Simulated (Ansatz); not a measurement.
Geometry optimisation, UKS PBE0-D4/def2-SVP (Ansatz).

input.yaml

```yaml
crystal:
  periodic: [false, false, false]
  atoms:
    - { symbol: "N", position_ang: [0.6663, -1.6821, -0.4477] }
    - { symbol: C, position_ang: [0.2334, -0.603, 0.2061] }
    - { symbol: S, position_ang: [1.0297, -0.195, 1.6722] }
    - { symbol: C, position_ang: [-0.7885, 0.3309, -0.2808] }
    - { symbol: O, position_ang: [-0.3082, 1.462, -0.9197] }
    - { symbol: H, position_ang: [1.385, -2.0573, 0.067] }
    - { symbol: H, position_ang: [0.6461, 1.0694, 1.776] }
    - { symbol: H, position_ang: [-1.461, -0.1862, -1.0036] }
    - { symbol: H, position_ang: [-1.4793, 0.6608, 0.6057] }
    - { symbol: H, position_ang: [0.1596, 1.1494, -1.6723] }
magnetization:
  spin_polarized: true
basis:
  gaussian: { orbitals: def2-SVP }
hamiltonian:
  xc: pbe0
  dispersion: d4
relax:
  f_tol: 0.02
  max_steps: 50
```

Run as:

```bash
$ ansatz run input.yaml --threads 2 --pin off --max-ram 3072MiB --backend cpu --events-out ev --progress --plain --runs-dir out
```

Problem. Where does it end, and by what steps?

Solution. It converged. After 14 steps the energy has fallen by 0.694 eV; H10 moved furthest, 0.75 Å.

| step | energy less start (eV) | largest force component (eV/Å) | accepted |
| --- | --- | --- | --- |
| 0 | 0.0000 | 4.393 | yes |
| 1 | -0.4770 | 1.888 | yes |
| 2 | -0.5441 | 0.761 | yes |
| 3 | -0.5848 | 0.406 | yes |
| 4 | -0.6100 | 0.192 | yes |
| 5 | -0.6418 | 0.309 | yes |
| 6 | -0.6695 | 0.348 | yes |
| 7 | -0.6831 | 0.212 | yes |
| 8 | -0.6867 | 0.437 | yes |
| 9 | -0.6915 | 0.099 | yes |
| 10 | -0.6725 | 0.487 | no |
| 11 | -0.6938 | 0.050 | yes |
| 12 | -0.6939 | 0.023 | yes |
| 13 | -0.6940 | 0.045 | yes |
| 14 | -0.6940 | 0.004 | yes |

```xyz
10
Properties=species:S:1:pos:R:3
N 0.359 -1.863 -0.204
C 0.296 -0.662 0.193
S 1.354 0.072 1.418
C -0.805 0.234 -0.348
O -0.469 1.589 -0.443
H 1.099 -2.391 0.266
H 0.860 1.320 1.238
H -1.124 -0.208 -1.308
H -1.659 0.167 0.347
H 0.172 1.691 -1.156
```

Whether the end is a true minimum wasn't checked by a vibrational analysis.

Run time: 32 s on 2 threads of INTEL(R) XEON(R) PLATINUM 8581C CPU @ 2.30GHz (Emerald Rapids) (shared host), peak memory 0.31 GiB.
